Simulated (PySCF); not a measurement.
Compound: C4H11P.
Cartesian coordinates in Å at the GFN2-xTB level; atoms count from 1:
```xyz
16
C4H11P angstrom
C     -2.0107    0.3767    0.6048
C     -1.0609    0.1069   -0.5533
C     -0.0448   -0.9795   -0.2128
P      0.9969   -0.5622    1.2800
C      2.1065    0.7104    0.5179
H     -2.7200    1.1601    0.3482
H     -2.5643   -0.5241    0.8602
H     -1.4460    0.6900    1.4821
H     -0.5361    1.0291   -0.8148
H     -1.6311   -0.2061   -1.4326
H      0.6111   -1.1659   -1.0688
H     -0.5682   -1.9106    0.0233
H      1.8783   -1.6344    1.0779
H      1.5698    1.6549    0.4408
H      2.4491    0.4044   -0.4693
H      2.9628    0.8594    1.1726
```

Method: TDDFT PBE0/def2-SVPD, vertical, gas phase, core orbitals frozen in the response in PySCF 2.14.0, density-fitted response routines.

Frontier orbitals with the atoms that hold most of them (Löwdin shares over 4%, at most four atoms; ? is withheld):

| orbital | ε (eV) | atoms |
| --- | --- | --- |
| LUMO+2 | 1.45 | C1 19%, H6 12%, P4 9%, H13 9% |
| LUMO+1 | 0.94 | P4 24%, C3 13%, C5 12%, H12 10% |
| LUMO | 0.46 | ? |
| HOMO | -6.66 | ? |
| HOMO-1 | -8.80 | C3 23%, P4 21%, C2 15%, C5 11% |
| HOMO-2 | -9.20 | P4 16%, C2 16%, C3 15%, C5 14% |
| HOMO-3 | -9.72 | C1 26%, C2 23%, C3 16%, H11 9% |

(1) Give the leading atoms of the LUMO.

(2) Give the leading atoms of the HOMO.

(3) How does S1 compare with the orbital gap of 7.12 eV?

(4) One configuration dominates each of S1 and S2. Which, and how do the shares of the two leading atoms of either orbital change from the occupied to the empty one?

## Answers

(1) P4 (bonded to 2 C and H) 16%; C5 (bonded to P and 3 H) 16%; H13 (bonded to P) 10%; C2 (bonded to 2 C and 2 H) 8%. By element: carbon 24% or more, phosphorus 16%, hydrogen 10% or more.

(2) P4 (bonded to 2 C and H) 61%; C3 (bonded to C, P and 2 H) 11%; C5 (bonded to P and 3 H) 11%; H13 (bonded to P) 6%. By element: phosphorus 61%, carbon 22% or more, hydrogen 6% or more.

(3) S1 is at 6.03 eV (f = 0.028), 1.09 eV below the gap, made of HOMO→LUMO (98%). Without the coupling terms of the response equations the lowest excitation would equal the gap.

(4) 
- S1 (6.03 eV, f 0.028), HOMO→LUMO (98%): P4 61% → 16%, C3 11% → at most 8%, C5 11% → 16%
- S2 (6.48 eV, f 0.077), HOMO→LUMO+1 (96%): P4 61% → 24%, C3 11% → 13%

Löwdin shares depend on the basis, the more so with diffuse functions.

One conformer stands for the species.
